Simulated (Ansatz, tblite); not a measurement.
# The cluster PtAu₂: removing and adding an electron

The task here is to estimate one member of a computed series from the others.

The runs use Ansatz 0.2.0, Gaussian basis; as each input shows.

Plan: charge +1 doublet, at the geometry of the singlet (PBE0-D4/def2-TZVP, PBE-D4/def2-TZVP, r2SCAN-D4/def2-TZVP, ωB97X-V/def2-TZVP, PBE-QIDH/def2-TZVP, revPBE-D4/def2-TZVP, B3LYP-D4/def2-TZVP, BHLYP-D4/def2-TZVP, CCSD(T)/def2-TZVP); charge -1 doublet, at the geometry of the singlet (PBE0-D4/def2-TZVPD, PBE-D4/def2-TZVPD, r2SCAN-D4/def2-TZVPD); the starting singlet's energies come from earlier runs.

21 further runs of the same task are left out: 20 that didn't finish, 1 set aside as unsound or not needed.

**The geometry**

The singlet was relaxed beforehand with B3LYP-D4/def2-TZVP. At that level it is the lowest of the isomers that a small search found.

3 atoms, charge 0, spin multiplicity 1.

Atoms are counted from 1 here; the program's logs count them from 0.

Bond lengths: Pt1–Au2 2.581 Å, Pt1–Au3 2.581 Å, Au2–Au3 2.861 Å. Angles: Au2–Pt1–Au3 67.3°, Pt1–Au2–Au3 56.3°, Pt1–Au3–Au2 56.3°.

Au, Pt take a core potential in the def2 sets. No spin-orbit coupling is included.

Set-up of the first run:

Input file in.yaml:

```yaml
crystal:
  periodic: [false, false, false]
  atoms:
    - {symbol: Pt, position_ang: [-0.057796, 0.242298, -1.410014]}
    - {symbol: Au, position_ang: [-1.194703, -0.858102, 0.628529]}
    - {symbol: Au, position_ang: [1.252509, 0.615814, 0.781486]}
basis:
  gaussian: {orbitals: def2-TZVP}
total_charge: 1
magnetization: {spin_polarized: true, initial_magnetization: 1}
hamiltonian: {xc: pbe0, dispersion: d4}
output: {orbitals: {seedname: orbitals}}
```

Launch:

```
$ ansatz run in.yaml --threads 2 --pin off --events-out ev --progress --plain --max-ram 4352MiB
```

Among the steps run: Charge +1 doublet at the fixed geometry, PBE0-D4/def2-TZVP; Charge +1 doublet at the fixed geometry, PBE-D4/def2-TZVP; Charge +1 doublet at the fixed geometry, r2SCAN-D4/def2-TZVP; Charge +1 doublet at the fixed geometry, ωB97X-V/def2-TZVP; Charge +1 doublet at the fixed geometry, PBE-QIDH/def2-TZVP; Charge +1 doublet at the fixed geometry, revPBE-D4/def2-TZVP; Charge +1 doublet at the fixed geometry, B3LYP-D4/def2-TZVP; Charge +1 doublet at the fixed geometry, BHLYP-D4/def2-TZVP; Charge +1 doublet at the fixed geometry, CCSD(T)/def2-TZVP.

One table of the session follows, with a row left open; its other results are not shown here.

Beside −ε(HOMO) of the starting state:

| level | −ε(HOMO) (eV) | by difference (eV) | mismatch (eV) |
| --- | --- | --- | --- |
| PBE-D4/def2-TZVP | 4.83 | 8.03 | -3.20 |
| revPBE-D4/def2-TZVP | 4.73 | 7.93 | -3.19 |
| r2SCAN-D4/def2-TZVP | 4.97 | 7.82 | -2.85 |
| B3LYP-D4/def2-TZVP | 5.79 | 7.85 | -2.06 |
| PBE0-D4/def2-TZVP | 5.93 | 7.63 | -1.70 |
| BHLYP-D4/def2-TZVP | 6.92 | 7.14 | -0.22 |
| ωB97X-V/def2-TZVP | ? | ? | ? |

**Question.** Estimate the row for ωB97X-V/def2-TZVP.

**Answer.** −ε(HOMO) (eV): 8.04; by difference (eV): 7.34; mismatch (eV): +0.69. In the column «−ε(HOMO) (eV)» it is the highest.
